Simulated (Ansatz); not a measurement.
Breaking the C1–H4 bond in ethanol (SMILES CCO) (multiplicity 1 held, fragments rigid). Energies count from the point at 1.093 Å.
Geometry at that point (charge 0, multiplicity 1):
```tsv
atom	x (Å)	y (Å)	z (Å)
C	-1.1987	0.1420	0.2638
C	0.0629	-0.4292	-0.3609
O	1.2331	0.3053	-0.0123
H	-2.0792	-0.4154	-0.0646
H	-1.3257	1.1886	-0.0169
H	-1.1571	0.0829	1.3551
H	0.1765	-1.4865	-0.0896
H	0.0055	-0.3772	-1.4490
H	1.3298	0.2886	0.9460
```

Signs of static correlation in cc-pVTZ, with CASSCF(2,2), from Ansatz (a quantum-chemistry and plane-wave program) runs.

```tsv
R (Å)	T1 of restricted CCSD	largest double amplitude of restricted CCSD	CASSCF natural occupations
0.874	0.009	0.014	1.99 0.01
0.983	0.009	0.015	1.99 0.01
1.093	0.009	0.016	1.98 0.02
1.202	0.009	0.016	1.97 0.03
1.311	0.010	0.015	1.96 0.04
1.475	0.011	0.018	1.94 0.06
1.639	0.012	[?]	1.91 0.09
1.912	0.017	0.169	1.83 0.17
2.185	0.024	0.271	1.72 0.28
2.513	0.035	0.396	1.54 0.46
2.950	[?]	0.564	1.33 0.67
3.496	0.066	0.736	1.15 0.85
```

**Question.** What belongs in the gaps?

**Answer.** 
- 1.639, largest double amplitude of restricted CCSD: 0.065
- 2.950, T1 of restricted CCSD: 0.051

Doubts at one or more of the structures used: a restricted determinant that unrestricted orbitals would lower (R-CCSD(T)/cc-pVTZ); other coupled-cluster roots lie near (R-CCSD(T)/cc-pVTZ); T1 above 0.05 (R-CCSD(T)/cc-pVTZ, U-CCSD(T)/cc-pVTZ); a spin-contaminated determinant (U-CCSD(T)/cc-pVTZ).
